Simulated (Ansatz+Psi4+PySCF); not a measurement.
## doublet CH4N: levels of theory in one basis

```xyz
6

C     0.0000    0.0000    0.0000
H     1.0728   -0.0463    0.1593
H    -0.4438   -0.7195   -0.6810
N    -0.7751    0.9436    0.6429
H    -0.3740    1.6068    1.2691
H    -1.7602    0.9915    0.5011
```

Basis set: cc-pVTZ (spherical functions). Frozen core: 2 orbitals. Correlation on ROHF uses semicanonical orbitals with singles. Charge 0, multiplicity 2.

Computed with Ansatz (development build ahead of 0.2.0) and Psi4 1.11; each method stands on the lowest determinant of its kind that the runs found.

```csv
method,E − E(ROHF) (eV),<S²> of the determinant
ROHF,0.00,0.75
UHF,-0.15,0.76
ROHF-MP2,-10.27,–
UHF-MP2,-10.24,0.76
```
